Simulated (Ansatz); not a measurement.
# PH3S (SMILES [PH3]=S): where methods fail along a bond

PH3S: 5 atoms, total charge 0, spin state singlet. SMILES: `[PH3]=S`. Geometry: relaxed at GFN2-xTB.

```xyz
5

P     0.0079   -0.0066    0.0077
S     1.2617   -0.9411    1.1113
H    -1.1668    0.4619    0.5945
H    -0.5325   -0.6766   -1.0892
H     0.4297    1.1624   -0.6243
```

The P1–H3 distance is scanned; the parts on either side stay rigid. Basis STO-3G, 10 core orbitals frozen in the correlated methods; program Ansatz 0.2.0. FCI is exact within this basis and core. Energies in eV from each method's value at 1.394 Å; methods without a U are spin-restricted. The shape above is that at 1.394 Å.

```json
{"distance (Å)": "1.394", "HF": "0.00", "revPBE": "0.00", "CCSD(T)": "0.00", "CCSDT": "0.00", "CCSDTQ": "0.00", "FCI": "0.00"}
{"distance (Å)": "1.743", "HF": "1.27", "revPBE": "0.50", "CCSD(T)": "0.69", "CCSDT": "0.68", "CCSDTQ": "0.68", "FCI": "0.68"}
{"distance (Å)": "2.091", "HF": "3.31", "revPBE": "1.62", "CCSD(T)": "1.68", "CCSDT": "1.66", "CCSDTQ": "1.66", "FCI": "1.66"}
{"distance (Å)": "2.789", "HF": "6.41", "revPBE": "3.37", "CCSD(T)": "2.24", "CCSDT": "2.37", "CCSDTQ": "2.36", "FCI": "2.36"}
{"distance (Å)": "3.486", "HF": "7.92", "revPBE": "4.19", "CCSD(T)": "2.24", "CCSDT": "2.46", "CCSDTQ": "2.46", "FCI": "2.46"}
```

Departure from the FCI curve at its largest: HF +5.46 eV at 3.49 Å; revPBE +1.74 eV at 3.49 Å; CCSD(T) -0.21 eV at 3.49 Å; CCSDT +0.01 eV at 3.49 Å; CCSDTQ within 0.005 eV. Restricted functionals keep the electrons paired too, and rise too high. Restricted Hartree–Fock keeps the electrons paired, so it rises far too high as the bond breaks.
